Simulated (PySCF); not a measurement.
SMILES C1=CC1 at its PBE0/def2-SVP optimised geometry (Å):

```
7

C     -0.6483    -0.7094     0.0000
C      0.6483    -0.7094     0.0000
C      0.0000     0.6435     0.0000
H     -1.5897    -1.2529     0.0000
H      1.5897    -1.2529    -0.0001
H      0.0000     1.2529    -0.9183
H      0.0000     1.2522     0.9187
```

Level of theory: PBE0/def2-TZVP (PySCF).

Map of the electron localisation function on the plane z = 1.5 Å:

```
|                               |
|                               |
|                               |
|                               |
|                               |
|             .:::.             |
|            :+#%#+:            |
|           :*@@@@@*:           |
|          .=%@@@@@%=.          |
|          .*@@@@@@@*.          |
|          .+@@@@@@@+.          |
|           -#@@@@@#-           |
|           .-#@@@#-.           |
|             :-=-:             |
|                               |
|                               |
|                               |
|          ..::---::..          |
|          .:-=+*+=-:.          |
|         ..:-=***=-:..         |
|         ...:=+*+=:...         |
|           ..:===:..           |
|            ..:::..            |
|               .               |
|                               |
|                               |
|                               |
|                               |
|                               |
|                               |
|                               |
```
Scale: ten equal steps from 0.000 (start of ' ') to 0.995 (end of '@'), in the order ' .:-=+*#%@'; x runs from -4.00 to 4.00, y from -4.00 (bottom) to 4.00 (top).
